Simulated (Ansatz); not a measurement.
Write a Python script for the Ansatz DFT code, driven from Python that makes an active-space calculation of AlH3OSi, SMILES [O]1[AlH][SiH2]1. Use: SC-NEVPT2, def2-SVP basis, multiplicity 1.

`alh3osi.xyz`
```text
6

O    -1.08760   -0.65050   -0.34030
Al    0.51980   -1.33190   -0.02620
Si   -0.26890    0.85930   -0.16440
H     1.68370   -2.07270    0.86660
H    -0.12410    1.56550   -1.44850
H    -0.68070    1.56630    1.06670
```

`alh3osi.py`:
```python
# -*- coding: utf-8 -*-
import warnings

import ansatz as az

BASIS_SET = "def2-SVP"


def main():
    warnings.simplefilter("ignore", az.DeckWarning)

    geometry = az.Crystal.molecule_from_extxyz("alh3osi.xyz")

    setup = (
        geometry.calculation()
        .basis(gaussian=BASIS_SET)
        .correlation(active_electrons=2, active_orbitals=2)
    )
    for method in ["sc_nevpt2"]:
        r = (setup if method is None else setup.correlation(method)).run(threads=1).report
        space = r["configurations"]
        state = space["states"][0]
        print(method or "casscf", f"total {r['free_energy_ev'] / 27.211386246:.6f} Ha, active-space state {state['energy']['hartree']:.6f} Ha, mean field {r['reference_energy_ev'] / 27.211386246:.6f} Ha")
        print("  determinants", state["n_determinants"], " natural occupations", [round(n, 3) for n in space["natural_occupations"]])
    print("effectively unpaired electrons, sum of min(n, 2 - n):", round(sum(min(n, 2 - n) for n in space["natural_occupations"]), 3))


if __name__ == "__main__":
    main()
```

```console
$ python alh3osi.py
sc_nevpt2 total -607.546631 Ha, active-space state -607.217604 Ha, mean field -607.200170 Ha
  determinants 4  natural occupations [1.964, 0.036]
effectively unpaired electrons, sum of min(n, 2 - n): 0.073
```

Total energies depend on the basis set; only differences at equal settings carry meaning. The geometry is a force-field or estimated start, not a minimum of this method, and the basis set is short of its limit. The active space starts as a window about the frontier orbitals and is then optimised, not chosen by chemistry. Hardware and time: 4.6 s on 1 thread of Arm Neoverse V2 (shared host), peak memory 0.17 GiB.
